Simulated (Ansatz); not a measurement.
# Si₂Cl (sextet): the correlation ladder, cc-pVDZ

The task here is to estimate one member of a computed series from the others.

The runs use Ansatz 0.2.0, Gaussian basis; cc-pVDZ, core rule «outside noble gas», up to 15 orbitals frozen.

To be run: UHF; CCSD(T) on ROHF; CCSD(T) on UHF; BCCD(T) on ROHF; CISD; CCSDT(Q) on ROHF; CCSDT(Q) on UHF; CASSCF and MRCISD+Q, 13 electrons in 11 orbitals; CASSCF and NEVPT2, 13 electrons in 11 orbitals.

19 further runs of the same task are left out: 8 that didn't finish, 11 set aside as unsound or not needed.

### The geometry

The geometry is a PBE0/def2-TZVP stationary point (not a proven minimum) of the parent state, kept for this charge and spin.

3 atoms, charge 0, spin multiplicity 6.

Atoms are counted from 1 here; the program's logs count them from 0.

Bond lengths: Cl1–Si2 2.077 Å, Si2–Si3 2.325 Å. Angles: Cl1–Si2–Si3 112.0°.

Coordinates:

```xyz
3
charge 0, multiplicity 6
Cl    0.0000   -0.3697    1.6350
Si    0.0000    0.8499   -0.0466
Si    0.0000   -0.3832   -2.0174
```

Set-up of the first run:

in.yaml

```yaml
crystal:
  periodic: [false, false, false]
  atoms:
    - {symbol: Cl, position_ang: [0.000000, -0.369686, 1.635032]}
    - {symbol: Si, position_ang: [0.000000, 0.849888, -0.046560]}
    - {symbol: Si, position_ang: [0.000000, -0.383225, -2.017380]}
basis:
  gaussian: {orbitals: cc-pVDZ}
magnetization: {spin_polarized: true, initial_magnetization: 5}
hamiltonian: {xc: hf}
output: {orbitals: {seedname: orbitals}}
```

Run with:

```
$ ansatz run in.yaml --threads 1 --pin off --events-out ev --progress --plain --max-ram 2393MiB
```

Steps of the session up to this table: UHF; CCSD(T) on ROHF; CCSD(T) on UHF; BCCD(T) on ROHF; CISD; CCSDT(Q) on ROHF; CCSDT(Q) on UHF; CASSCF and MRCISD+Q, 13 electrons in 11 orbitals; CASSCF and NEVPT2, 13 electrons in 11 orbitals.

One table of the session follows, with a row left open; its other results are not shown here.

It belongs to the step «Misses and costs». 

```
          method  from UCCSDT(Q) (meV)
            ROHF               +7428.5
             UHF               +7359.6
            RMP2               +1182.3
            UMP2               +1186.7
            CISD                +915.5
           RCCSD                     ?
           UCCSD                +270.6
        RCCSD(T)                 +56.5
        UCCSD(T)                 +56.5
         BCCD(T)                 +56.0
          RCCSDT                 +19.1
          UCCSDT                 +18.8
       RCCSDT(Q)                  +1.9
       UCCSDT(Q)                     0
  CASSCF valence               +6630.6
  NEVPT2 valence               +1377.2
  MRCISD valence                +756.2
MRCISD+Q valence                +125.5
```

Estimate the missing values for RCCSD.

As computed: from UCCSDT(Q) (meV): +271.1. In the column «from UCCSDT(Q) (meV)» it lies between UCCSD (+270.6) and MRCISD valence (+756.2).

To keep in mind: Restricted and unrestricted rows rest on different reference determinants; where their highest levels disagree by more than a few hundredths of an eV, they describe different states and don't form one ladder.
